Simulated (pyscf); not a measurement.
Structures and frequencies: ωB97X-D3(BJ)/def2-SVP in PySCF. MP2 and CC: frozen core, UHF for open shells. ΔMP2 is the change of the MP2 total energy from the triple- to the quadruple-zeta basis.

For the elementary gas-phase step H₂N–BH–OH -> HB=O + NH₃ (singlet surface; B–N, H–O broken, H–N formed), what barrier and reaction energy does CCSD(T)/def2-TZVPP + ΔMP2(QZVPP) give, measured from the reactant's lowest minimum found?

ΔE‡ = 50.4 kcal/mol, ΔE = +37.9 kcal/mol. Zero-point energy shifts the barrier by -3.2 kcal/mol. It is an elimination, with an imaginary mode of 1592i cm⁻¹. On the reactant side the descent ends in a point that may be a rotor saddle (no frequency run), 1.8 kcal/mol over the lowest minimum found and 48.4 kcal/mol under the saddle at ωB97X-D3(BJ)/def2-TZVP. On the product side the descent ends in an adduct with a B–N contact, 8.2 kcal/mol under the separated species and 17.8 kcal/mol under the saddle at ωB97X-D3(BJ)/def2-TZVP. What is counted as broken (B–N) persists as a longer contact in the product adduct; parting that adduct is a step of its own. One saddle was located; it need not be the lowest between these sides. The CCSD(T) − MP2 part came from Ansatz, without density fitting, on the same reference.
